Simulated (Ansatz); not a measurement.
What does this script print? It uses Ansatz's Python interface.

Script `opt.py`:
```python
# -*- coding: utf-8 -*-
"""Relax the CH5N molecule."""

import itertools
import warnings

import ansatz
from ase.data import atomic_numbers, covalent_radii
import numpy as np

GEOMETRY = """
C    -0.47795   -0.13864   -0.28538
N     0.79675    0.39012    0.16831
H    -0.97622   -0.80340    0.43479
H    -0.31409   -0.69304   -1.20862
H    -1.14340    0.69682   -0.49888
H     1.44208   -0.36858    0.36324
H     0.67283    0.91672    1.02653
"""


def main():
    warnings.simplefilter("ignore", ansatz.DeckWarning)

    mol = ansatz.Crystal.molecule()
    for line in GEOMETRY.strip().splitlines():
        symbol, *xyz = line.split()
        mol = mol.atom(symbol, [float(v) for v in xyz])

    model = mol.calculation().basis(gaussian="6-31G*").correlation("mp2").scf(lower_state_search="off")
    symbols = [site.symbol for site in mol.cartesian_sites]
    start = np.array([site.position_ang for site in mol.cartesian_sites], dtype=float)
    def progress(event):
        if event["event"] == "relax_step":
            row = event["data"]
            print(f"step {row['step']:3d}  E = {row['lagrangian_ev']:.6f} eV  largest force component {row['allowed_force_max_ev_ang']:.4f} eV/A")


    r = model.relax(force_tolerance=0.01).session().plan().execute(on_event=progress).report
    end = np.array(r["positions_ang"])

    print(f"E = {r['free_energy_ev']:.6f} eV = {r['free_energy_ev'] / 27.211386246:.7f} Ha")
    print("converged:", r["converged"], " doubts:", r["published_state_doubts"] or "none")

    # pairs closer than 1.2 times the sum of covalent radii, before or after
    radius = [covalent_radii[atomic_numbers[s]] for s in symbols]
    span = lambda where, i, j: np.linalg.norm(where[i] - where[j])
    bonded = [(i, j) for i, j in itertools.combinations(range(len(symbols)), 2) if min(span(start, i, j), span(end, i, j)) < 1.2 * (radius[i] + radius[j])]
    print("pair        before    after (A)")
    for i, j in bonded:
        print(f"{symbols[i]}{i}-{symbols[j]}{j}".ljust(10), f"{span(start, i, j):8.4f} {span(end, i, j):8.4f}")
    for first, second in list(itertools.combinations(bonded, 2)):
        shared = set(first) & set(second)
        if shared and symbols[(j := shared.pop())] != "H":
            i, k = sorted((set(first) | set(second)) - {j})
            u, v = end[i] - end[j], end[k] - end[j]
            angle = np.degrees(np.arccos(np.clip(u @ v / np.linalg.norm(u) / np.linalg.norm(v), -1, 1)))
            print(f"final angle {symbols[i]}{i}-{symbols[j]}{j}-{symbols[k]}{k}: {angle:.2f} deg")

    charges = r["charge_distribution"]
    print("dipole moment", round(4.803205 * float(np.linalg.norm(charges["dipole_moment_e_ang"])), 3), "D")
    print("Mulliken:", [(s, round(q, 3)) for s, q in zip(symbols, charges["mulliken_charges_e"])])


if __name__ == "__main__":
    main()
```

```console
$ python opt.py
step   1  E = -2598.857578 eV  largest force component 0.3283 eV/A
step   2  E = -2598.863957 eV  largest force component 0.1120 eV/A
step   3  E = -2598.864926 eV  largest force component 0.0494 eV/A
step   4  E = -2598.865059 eV  largest force component 0.0023 eV/A
E = -2598.865059 eV = -95.5065293 Ha
converged: True  doubts: none
pair        before    after (A)
C0-N1        1.4527   1.4654
C0-H2        1.0995   1.1003
C0-H3        1.0893   1.0924
C0-H4        1.0892   1.0924
N1-H5        1.0149   1.0178
N1-H6        1.0145   1.0178
final angle N1-C0-H2: 115.39 deg
final angle N1-C0-H3: 108.82 deg
final angle N1-C0-H4: 108.82 deg
final angle C0-N1-H5: 109.52 deg
final angle C0-N1-H6: 109.52 deg
final angle H2-C0-H3: 108.02 deg
final angle H2-C0-H4: 108.02 deg
final angle H3-C0-H4: 107.51 deg
final angle H5-N1-H6: 105.93 deg
dipole moment 1.567 D
Mulliken: [('C', -0.328), ('N', -0.768), ('H', 0.133), ('H', 0.166), ('H', 0.166), ('H', 0.316), ('H', 0.316)]
```

Reading the output:
- The settings weren't tested for convergence.
- The end point is the stationary point reached from this start; no frequency run checks that it is a minimum, and the basis set is modest.
- Finished in 2.2 s on 1 thread of Arm Neoverse V2, on a shared host, peak memory 0.17 GiB.

(A comment or docstring line of the script was reworded after the run, the code is as it ran; lines on the test bed's own set-up are left out of the output.)
